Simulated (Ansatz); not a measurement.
Write a Python script for Ansatz 0.2.0, Python API that makes a composite energy at a relaxed geometry of C2H2O, SMILES C#CO. Level of theory (for the species named): B3LYP, def2-SVP basis, multiplicity 1.

```xyz
5

C    -0.9958   -0.0098   -0.4125
C    -0.0222   -0.0771    0.1863
O     1.0823   -0.1942    0.8512
H    -1.8855    0.1399   -0.9638
H     1.8711    0.0676    0.2973
```

`composite.py`
```python
# -*- coding: utf-8 -*-
"""Relax C2H2O cheaply, then refine its energy."""

from dataclasses import dataclass
import itertools

import ansatz as az
from ase.data import atomic_numbers, covalent_radii
import numpy as np


@dataclass(frozen=True)
class Settings:
    basis_set: str = "def2-SVP"
    functional: str = "b3lyp"


settings = Settings()

geometry_ang = [
    ("C", [-0.9958, -0.0098, -0.4125]),
    ("C", [-0.0222, -0.0771, 0.1863]),
    ("O", [1.0823, -0.1942, 0.8512]),
    ("H", [-1.8855, 0.1399, -0.9638]),
    ("H", [1.8711, 0.0676, 0.2973]),
]
geometry = az.Crystal.molecule()
for symbol, xyz in geometry_ang:
    geometry = geometry.atom(symbol, xyz)

calculation = geometry.calculation().basis(gaussian=settings.basis_set).functional(settings.functional)
symbols = [site.symbol for site in geometry.cartesian_sites]
start = np.array([site.position_ang for site in geometry.cartesian_sites], dtype=float)
rep = calculation.relax(force_tolerance=0.01).run(threads=1, backend="cpu").report
end = np.array(rep["positions_ang"])
# pairs closer than 1.2 times the sum of covalent radii, before or after
radius = [covalent_radii[atomic_numbers[s]] for s in symbols]
span = lambda where, i, j: np.linalg.norm(where[i] - where[j])
bonded = [(i, j) for i, j in itertools.combinations(range(len(symbols)), 2) if min(span(start, i, j), span(end, i, j)) < 1.2 * (radius[i] + radius[j])]
print("pair        before    after (A)")
for i, j in bonded:
    print(f"{symbols[i]}{i}-{symbols[j]}{j}".ljust(10), f"{span(start, i, j):8.4f} {span(end, i, j):8.4f}")

minimum = az.Crystal.molecule()
for symbol, place in zip(symbols, end):
    minimum = minimum.atom(symbol, place.tolist())
at_minimum = minimum.calculation()
# MP2 extrapolated to the basis limit, plus the small-basis difference CCSD(T) - MP2
level = lambda method, basis: at_minimum.basis(gaussian=basis).correlation(method).run(threads=1, backend="cpu").report
small, large, cluster = level("mp2", "cc-pVDZ"), level("mp2", "cc-pVTZ"), level("ccsd_t", "cc-pVDZ")
corr = lambda each: (each["free_energy_ev"] - each["reference_energy_ev"]) / 27.211386246
mp2_limit = (27 * corr(large) - 8 * corr(small)) / 19
pieces = {"HF / cc-pVTZ": large["reference_energy_ev"] / 27.211386246, "MP2 correlation, DZ-TZ limit": mp2_limit, "CCSD(T) - MP2 / cc-pVDZ": corr(cluster) - corr(small)}
for name, value in pieces.items():
    print(f"{name:32s} {value:14.6f} Ha")
print(f"{'sum':32s} {sum(pieces.values()):14.6f} Ha")
print("T1 diagnostic", round(cluster["correlation"]["coupled_cluster"]["t1_diagnostic"], 4))
```

```console
$ python composite.py
pair        before    after (A)
C0-C1        1.1450   1.2101
C0-H3        1.0573   1.0717
C1-O2        1.2945   1.3074
O2-H4        0.9988   0.9698
HF / cc-pVTZ                        -151.726110 Ha
MP2 correlation, DZ-TZ limit          -0.587939 Ha
CCSD(T) - MP2 / cc-pVDZ               -0.032070 Ha
sum                                 -152.346118 Ha
T1 diagnostic 0.0129
```

Notes:
- These settings explore the input space; basis and method may be short of convergence.
- The sum leaves out core correlation, relativity, the Hartree-Fock basis error and zero-point energy; a DZ-TZ extrapolation is rough.
- b3lyp holds the VWN-RPA fit, as in Gaussian; the form of ORCA and Turbomole is b3lyp5.
- Inner cores stay frozen, so this is valence correlation.
- An extrapolation from small basis sets is rough.
- Run time: 6.9 s on 1 thread of AMD EPYC 7R43 64-Core Processor (Zen 3), with other jobs on the host, peak memory 0.23 GiB.
